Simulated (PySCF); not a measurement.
Identify the compound

An unknown has the formula C2H5B. Its calculated NMR data are:

1H NMR (300 MHz, computed): δ 7.67 (ddt, J = 20.4, 12.8, 7.2 Hz, 1H), 7.25 (ddt, J = 12.8, 5.4, 1.7 Hz, 1H), 6.92 (br, 2H), 6.87 (dd, J = 20.4, 5.4 Hz, 1H).

13C{1H} NMR (computed): δ 169.2 (CH2), 157.2 (CH).

- couplings computed with B3LYP/pcJ-1
- structure optimised with PBE0-D3(BJ)/def2-SVP
- NMR shieldings at PBE/pcSseg-2/GIAO
- run in PySCF
- gas phase, one averaged value for each set of equivalent atoms, no relativistic terms, a single conformation

Chemical shifts δ = σref − σ; 1H (31.18 ppm) and 13C (179.39 ppm) against TMS, all at this level.

Q: What is the structure?

A: 
2 carbon signals for 2 carbons: no two carbons are equivalent. Carbon types of the structure: 1 × CH, 1 × CH2, leaving 2 H on heteroatoms. δC 169.2: terminal =CH2 carbon. δC 157.2: alkene CH; an sp2 carbon of a C=C bond. δH 7.67: hydrogen on an alkene CH; attached to an sp2 carbon and in the plane of the double bond. δH 7.25, 6.87: hydrogen on a terminal =CH2 carbon; olefinic region. δH 6.92: hydrogen on a boron bonded to C. The protons at 7.67 and 6.87 share a coupling of 20.4 Hz (vicinal, trans across C=C). The protons at 7.67 and 7.25 share a coupling of 12.8 Hz (vicinal, cis across C=C). The protons at 6.92 and 7.67 share a coupling of 7.2 Hz (vicinal). The protons at 6.87 and 7.25 share a coupling of 5.4 Hz (geminal).

Structure: `C=CB`.

Hydrogens on boron are broadened and split by 11B (spin 3/2, 80 %) and 10B (spin 3). A carbon bonded to boron is broadened by the quadrupolar boron nucleus and is often missing from a measured spectrum. Multiplet labels drop couplings under 1 Hz and merge nearly equal ones. Unscaled 3J(H,H) at this level run about 10 % above measured values. Shifts are as computed, not scaled to solution data. Of 1211 compounds with measured shifts, 218 miss one by over three times the rms of a fit or turn the order of signals round; such compounds aren't used in these exercises.
